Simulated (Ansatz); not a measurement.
in.yaml

```yaml
crystal:
  periodic: [false, false, false]
  atoms:
    - {symbol: Si, position_ang: [-1.650542, -0.011519, 0.004128]}
    - {symbol: As, position_ang: [0.706158, 0.004928, -0.001766]}
    - {symbol: H, position_ang: [-2.175948, 1.381149, 0.007507]}
    - {symbol: H, position_ang: [-2.158302, -0.715039, 1.213602]}
    - {symbol: H, position_ang: [-2.164376, -0.711463, -1.204855]}
basis:
  gaussian: {orbitals: cc-pVDZ}
total_charge: 1
magnetization: {spin_polarized: true, initial_magnetization: 1}
correlation: {method: ccsdt_q, electrons: outside_noble_gas}
```

```sh
$ ansatz run in.yaml --threads 1 --pin off --events-out ev --progress --plain --max-ram 2393MiB
```

(1) Roughly how long does this take on 1 thread of Arm Neoverse V2, shared host, and how much host memory?

```
1181 factors; integrals over basis functions are off by at most 1.5e-7 eV
mean field evaluation 1: about -68694.0150 eV, gradient 1.1e1 eV
mean field evaluation 2: about -68694.0169 eV, gradient 1.1e1 eV
mean field evaluation 4: about -68695.4820 eV, gradient 1.3e0 eV
mean field evaluation 8: about -68695.5149 eV, gradient 3.6e-2 eV
mean field evaluation 16: about -68695.5759 eV, gradient 9.2e-2 eV
mean field evaluation 32: about -68695.5114 eV, gradient 3.0e-1 eV
mean field evaluation 64: about -68695.5708 eV, gradient 1.2e-2 eV
mean field evaluation 96: about -68694.7278 eV, gradient 6.7e-1 eV
mean field evaluation 128: about -68695.5149 eV, gradient 5.2e-6 eV
mean field evaluation 160: about -68695.5769 eV, gradient 3.4e-1 eV
...
cycle  14  -5.73316313 eV  change   -8.0e-5 eV  update   3.9e-5
cycle  15  -5.73317631 eV  change   -1.3e-5 eV  update   2.5e-5
cycle  16  -5.73315307 eV  change    2.3e-5 eV  update   1.7e-5
cycle  17  -5.73313880 eV  change    1.4e-5 eV  update   1.1e-5
cycle  18  -5.73313325 eV  change    5.6e-6 eV  update   7.6e-6
cycle  19  -5.73313888 eV  change   -5.6e-6 eV  update   4.9e-6
cycle  20  -5.73314459 eV  change   -5.7e-6 eV  update   3.1e-6
cycle  21  -5.73314577 eV  change   -1.2e-6 eV  update   1.7e-6
cycle  22  -5.73314470 eV  change    1.1e-6 eV  update   1.0e-6
cycle  23  -5.73314407 eV  change    6.3e-7 eV  update   7.0e-7
perturbative correction -0.00758309 eV, -0.0002786733 hartree
Total energy: -68701.25562076 eV, -2524.7245766793 hartree
```

Results:

(1) 92 s wall and 0.44 GiB.
